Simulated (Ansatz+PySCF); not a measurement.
Two shapes of quintet HNO2 in separate pieces.

Shape 1:

```xyz
4

N     0.0000    0.0000   -0.1308
H     0.0000    0.0000    0.9159
O    30.0000    0.0000   -2.1389
O    30.0000    0.0000    2.1389
```

Shape 2:

```xyz
4

N     0.0000    0.0000   -0.4711
H     0.0000    0.0000    3.2974
O    30.0000    0.0000   -0.5941
O    30.0000    0.0000    0.5941
```

Basis set: 6-31G (spherical functions). Left uncorrelated: 3 orbitals. Charge 0, multiplicity 5.

Computed with Ansatz (development build ahead of 0.2.0); the reference of a correlated method needn't be the lowest determinant of its kind.

(1) Which shape is lower in energy, and by how much in each method?

Answers

(1)

| method | E(2) − E(1) (eV) |
| --- | --- |
| UHF | 0.957 |
| UHF-MP2 | -1.770 |
| UHF-CCSD | -0.412 |

The methods disagree on the order. Caution: the unrestricted determinant is a mixture of spin states. Caution for UHF-MP2, UHF-CCSD: large amplitudes, a single reference is doubtful.
